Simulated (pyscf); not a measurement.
Single points on ωB97X-D3(BJ)/def2-SVP structures (PySCF, gas phase).

Task: For the elementary gas-phase step :HSi–SH [singlet] + hydrogen (H₂) → H₂S + silylene (SiH₂) [singlet] (singlet surface; S–Si, H–H broken, H–S, H–Si formed), what barrier and reaction energy does ωB97M-D3(BJ)/def2-TZVP give, measured from the separated reactants?

Result: ΔE‡ = 21.9 kcal/mol, ΔE = +25.8 kcal/mol. Zero-point energy shifts the barrier by +2.4 kcal/mol. It is a four-centre exchange, with an imaginary mode of 1163i cm⁻¹. On the product side the descent ends in an adduct with a S–Si contact, 21.9 kcal/mol under the separated species and 15.1 kcal/mol under the saddle at ωB97X-D3(BJ)/def2-TZVP. At ωB97M-D3(BJ) the saddle lies under the separated products, which points to a path from their complex (located at ωB97X-D3(BJ) alone), and parting the products costs more than the saddle. What is counted as broken (S–Si) persists as a longer contact in the product adduct; parting that adduct is a step of its own. :HSi–SH [singlet] lies 9.3 kcal/mol over its isomer H₂Si=S (electronic energy, ωB97M-D3(BJ)/def2-TZVP). This is the saddle that the search found; another between the same sides may lie lower.
